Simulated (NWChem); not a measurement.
Species: ethanethiol (C$_{2}$H$_{6}$S); SMILES CCS

```xyz
9

C      0.3619    -1.6460    -0.0505
C     -0.6441    -0.5046     0.0403
S      0.1000     1.1727    -0.0599
H     -0.1560    -2.6285    -0.0450
H      1.0637    -1.6316     0.8087
H      0.9645    -1.5730    -0.9775
H     -1.3514    -0.5293    -0.8144
H     -1.2594    -0.5747     0.9608
H      0.8319     1.0771     1.0862
```
Atoms are numbered in this order, from 1.

Results from NWChem. Structure relaxed at the PBE-D3(BJ)/def2-SVP level. Vertical excitations in the gas phase; the lowest state need not have the same character in each row.

```
level                   lowest excitation, singlet (eV)  oscillator strength of that lowest state  lowest state with f > 0.02, singlet (eV)  oscillator strength of that bright state  orbital gap (eV)
----------------------  -------------------------------  ----------------------------------------  ----------------------------------------  ----------------------------------------  ----------------
PBE/aug-cc-pVDZ, TDA                               4.78                                     0.021                                      4.78                                     0.021              4.71
B3LYP/aug-cc-pVDZ, TDA                              ___                                     0.016                                       ___                                     0.020               ___
PBE0/aug-cc-pVDZ, TDA                              5.25                                     0.013                                      5.99                                     0.024              6.56
```

Task: Some entries are withheld; supply them.

Result: 
- B3LYP/aug-cc-pVDZ, TDA, lowest excitation, singlet (eV): 5.07
- B3LYP/aug-cc-pVDZ, TDA, lowest state with f > 0.02, singlet (eV): 5.78
- B3LYP/aug-cc-pVDZ, TDA, orbital gap (eV): 6.09
